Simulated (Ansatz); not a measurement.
Frontier orbitals of H4OSSi, SMILES `O[SiH2]S`.

```xyz
7

O    -1.2512   -0.8184   -0.1520
Si    0.0469    0.1150   -0.5256
S     1.3930    0.3903    1.1059
H    -1.0773   -1.6669    0.2597
H     0.9085   -0.4962   -1.5683
H    -0.5351    1.3969   -0.9748
H     0.5151    1.0794    1.8551
```

The species carries charge 0 and has multiplicity 1. The structure was optimised at the PBE0-D4/def2-TZVP level. It is one conformer, not always the lowest. Basis def2-TZVPP, the Gaussian-basis code of Ansatz.

| functional | HOMO (eV) | LUMO (eV) |
| --- | --- | --- |
| PBE | -6.45 | -0.61 |

**Question.** Give HOMO and LUMO (eV) with LDA (SPW92), revPBE, BLYP, r2SCAN, B97M-V, PBE0, B3LYP, r2SCANh, r2SCAN0, HSE06 (plane-wave form), BHLYP, CAM-B3LYP, LC-ωPBE, ωB97X-V, ωB97M-V, HF. (Estimate.)

**Answer.** The calculation gave: 
```csv
functional,HOMO,LUMO
LDA (SPW92),-6.58,-0.82
revPBE,-6.40,-0.52
BLYP,-6.28,-0.56
r2SCAN,-6.74,-0.17
B97M-V,-6.85,-0.43
PBE0,-7.70,0.26
B3LYP,-7.44,-0.02
r2SCANh,-7.20,0.14
r2SCAN0,-7.89,0.56
HSE06 (plane-wave form),-7.30,-0.11
BHLYP,-8.79,1.03
CAM-B3LYP,-9.03,1.16
LC-ωPBE,-10.46,2.41
ωB97X-V,-10.08,2.24
ωB97M-V,-9.91,1.89
HF,-10.55,3.17
```

B3LYP here is the variant with VWN-RPA as its local correlation; programs differ in this. LC-ωPBE has ω = 0.4 bohr⁻¹. Positive LUMOs are unbound and depend on the basis.
